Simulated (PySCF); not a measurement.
# H2S (hydrogen sulfide) at 6 levels

We compute a comparison of 6 runs (B3LYP/6-31G*, BLYP/aug-cc-pVTZ, CAM-B3LYP/aug-cc-pVTZ, TPSS/aug-cc-pVTZ, revPBE/aug-cc-pVTZ, SCS-MP2/aug-cc-pVTZ) of H2S (hydrogen sulfide). Input form: a Python script.

Program for the calculation: PySCF 2.14.0.

3 further runs of the same task are left out: 3 set aside as unsound or not needed.

**1. The molecule**

H2S has 3 atoms, charge 0, and is taken as a singlet. As SMILES, `S`. The S1–H3 distance was set to 1.744 Å, away from the relaxed value.

Bond lengths: S1–H2 1.341 Å. A long bond or contact: S1–H3 1.744 Å.

**2. The energy at B3LYP/6-31G(d) (spherical functions) (run 1)**

Input file job.py:

```python
from pyscf import gto, dft

mol = gto.M(
    atom='''
S    0.822132  -0.149665   0.438938
H    0.424532   1.128635   0.357438
H   -0.593400  -0.717100  -0.406300
''',
    max_memory=1860,
    spin=0,
    basis='6-31g*',
    verbose=3,
)

mf = dft.RKS(mol, xc='b3lyp')
mf.grids.level = 5
mf.conv_tol = 1e-10
mf.kernel()
if not mf.converged:
    mf = mf.newton().run(mf.mo_coeff, mf.mo_occ)

e_final = mf.e_tot
print(f'total energy: {e_final:.8f} hartree')
```

The run is started by

```console
$ OMP_NUM_THREADS=1 python job.py
```

Output:

```text
converged SCF energy = -399.342913940069
total energy: -399.34291394 hartree
```

It took 1.9 s on 1 thread of Arm Neoverse V1, shared host; peak memory 0.17 GiB.

**3. A single-point energy at BLYP/aug-cc-pVTZ (run 2)**

Input file input.py:

```python
from pyscf import gto, dft

molecule = gto.Mole()
molecule.atom = 'S 0.822132 -0.149665 0.438938; H 0.424532 1.128635 0.357438; H -0.593400 -0.717100 -0.406300'
molecule.charge = 0
molecule.max_memory = 1860
molecule.basis = 'aug-cc-pvtz'
molecule.verbose = 3
molecule.build()

calc0 = dft.RKS(molecule, xc='blyp')
calc0.grids.level = 5
calc0.conv_tol = 1e-10
calc0.kernel()
if not calc0.converged:
    calc0 = calc0.newton().run(calc0.mo_coeff, calc0.mo_occ)

e_final = calc0.e_tot
print('E = %.10f Eh' % e_final)
```

The run is started by

```console
$ OMP_NUM_THREADS=1 python input.py
```

Output:

```text
converged SCF energy = -399.367904825287
E = -399.3679048253 Eh
```

Wall time 13 s (1 thread of Arm Neoverse V1, shared host); peak memory 0.44 GiB.

**4. A single-point energy at CAM-B3LYP/aug-cc-pVTZ (run 3)**

Input file input.py:

```python
from pyscf import gto, dft

mol = gto.M(
    atom='''
S      1.553604    -0.282826     0.829473
H      0.802249     2.132811     0.675460
H     -1.121363    -1.355123    -0.767796
''',
    basis='aug-cc-pvtz',
    verbose=4,
    max_memory=1860,
    unit='bohr',
    charge=0,
)

mf = dft.RKS(mol)
mf.xc = 'cam-b3lyp'
mf.conv_tol = 1e-10
mf.grids.level = 5
mf.kernel()
if not mf.converged:
    mf = mf.newton().run(mf.mo_coeff, mf.mo_occ)

energy = mf.e_tot
print(f'total energy: {energy:.8f} hartree')
```

The run is started by

```console
$ OMP_NUM_THREADS=1 python input.py
```

Output:

```text
PySCF version 2.14.0

[... 69 lines left out ...]
converged SCF energy = -399.376417848291
total energy: -399.37641785 hartree
```

Run time: 14 s. Hardware: 1 thread of Arm Neoverse V1, shared host; peak memory 0.44 GiB.

Runs 4 to 5 aren't shown in full; the table further down has their settings and results.

**5. The energy at SCS-MP2/aug-cc-pVTZ (run 6)**

Input file geometry.xyz:

```xyz
3

S      0.822132    -0.149665     0.438938
H      0.424532     1.128635     0.357438
H     -0.593400    -0.717100    -0.406300
```

Input file run.py:

```python
from pyscf import gto, mp

molecule = gto.M(
    atom='geometry.xyz',
    basis='aug-cc-pvtz',
    charge=0,
    max_memory=1860,
    verbose=4,
)

mf = molecule.RHF()
mf.conv_tol = 1e-10
mf.kernel()
if not mf.converged:
    mf = mf.newton().run(mf.mo_coeff, mf.mo_occ)

pt = mp.MP2(mf, frozen=5).run()
e_final = mf.e_tot + 1.2 * pt.e_corr_os + pt.e_corr_ss / 3
print('E(%s) = %.9f' % ('SCS-MP2', e_final))
```

The run is started by

```console
$ OMP_NUM_THREADS=1 python run.py
```

Output:

```text
PySCF version 2.14.0

[... 57 lines left out ...]
converged SCF energy = -398.664138950873
[... 1 line left out ...]
******** <class 'pyscf.mp.mp2.RMP2'> ********
nocc = 4, nmo = 91
frozen orbitals 5
E(RMP2) = -398.863484100458  E_corr = -0.199345149584761
E(SCS-RMP2) = -398.868688660344  E_corr = -0.204549709471226
E_corr(same-spin) = -0.0399974654197931
E_corr(oppo-spin) = -0.159347684164968
E(SCS-MP2) = -398.868688660
```

It took 2 s on 1 thread of Arm Neoverse V1, shared host; peak memory 0.2 GiB.

**6. All runs side by side**

```csv
run,level,integration grid,frozen core orbitals,energy (Eh),dipole moment (D) of the reference,HOMO energy (eV),LUMO energy (eV),wall time
1,B3LYP/6-31G* (spherical functions),5,–,-399.342914,1.29,-7.13,-1.86,1.9 s
2,BLYP/aug-cc-pVTZ,5,–,-399.367905,0.89,-6.13,-2.76,13 s
3,CAM-B3LYP/aug-cc-pVTZ,5,–,-399.376418,1.01,-8.91,-0.91,14 s
4,TPSS/aug-cc-pVTZ,5,–,-399.395837,0.96,-6.36,-2.64,24 s
5,revPBE/aug-cc-pVTZ,5,–,-399.301244,0.95,-6.23,-2.77,14 s
6,SCS-MP2/aug-cc-pVTZ,–,5,-398.868689,1.05,-10.51,0.59,2 s
```

**7. Summary of results**

```
                                          quantity          value
                               run 6: total energy  -398.86869 Eh
       run 6: dipole moment (Hartree–Fock density)         1.05 D
        run 6: HOMO energy (Hartree–Fock orbitals)      -10.51 eV
        run 6: LUMO energy (Hartree–Fock orbitals)        0.59 eV
      run 6: HOMO–LUMO gap (Hartree–Fock orbitals)       11.10 eV
run 6: correlation energy (5 core orbitals frozen)     -204.5 mEh
```

Over runs 1, 2, 3, 4, 5 the dipole moment (its size) runs from 0.89 D (BLYP/aug-cc-pVTZ) to 1.29 D (B3LYP/6-31G*). The two ends differ in method and basis. Over runs 1, 2, 3, 4, 5 the HOMO–LUMO gap runs from 3.36 eV (BLYP/aug-cc-pVTZ) to 8.01 eV (CAM-B3LYP/aug-cc-pVTZ). Totals of different functionals can't be ranked against each other. All runs together took 68 s, the longest 24 s.
